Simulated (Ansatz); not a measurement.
Computed with Ansatz on PBE0-D4/def2-TZVP structures; ΔE is electronic, products minus reactants. CBS: MP2 limit from def2 TZ/QZ plus the TZ coupled-cluster correction, frozen cores. This one scheme is used for every species. DFT in def2-TZVPP. For Mg outer-core shells are correlated without core-valence functions, which leaves a few kJ/mol of doubt a bond.

Consider the ligand exchange at a Mg–S bond: `[MgH][SH]` + NH₃ → `[NH2][MgH]` + H₂S.

```json
{"level": "BHLYP-D4", "ΔE (kcal/mol)": "19.1"}
{"level": "PBE", "ΔE (kcal/mol)": "19.0"}
{"level": "CCSD(T)/def2-TZVPP", "ΔE (kcal/mol)": "18.1"}
{"level": "MP2/CBS(def2)", "ΔE (kcal/mol)": "18.3"}
```

Problem. What does CCSD(T)/CBS give? (An estimate is asked.)

Solution. Computed: +18.3 kcal/mol. The listed levels differ from it by 0.8, 0.7, -0.2, 0.0 kcal/mol.

Problem. What do rigid-rotor, harmonic-oscillator terms from PBE0-D4/def2-TZVP frequencies (298.15 K, 1 bar) make of the CCSD(T)/CBS value? (An estimate is asked.)

Solution. Computed: ΔZPE = -2.5 kcal/mol, ΔH = +15.9 kcal/mol, ΔS = -1 J/(mol·K), ΔG = +15.9 kcal/mol.

Largest T1 diagnostic among the species: 0.009.

From BLYP to BHLYP (50 % exact exchange), in def2-TZVPP and without D4, ΔE moves by +1.7 kcal/mol. In def2-TZVPP, CCSD(T) changes the Hartree–Fock value by −2.3 kcal/mol (the triples alone add −0.0 kcal/mol) and MP2 by −2.3 kcal/mol. Leaving LDA and LC-ωPBE aside and taking each functional with its dispersion term where it has one, the values, not all of them listed here, spread over 2.9 kcal/mol, from BLYP-D4 to HSE06-D4. LDA lies −0.9 kcal/mol from PBE without D4.
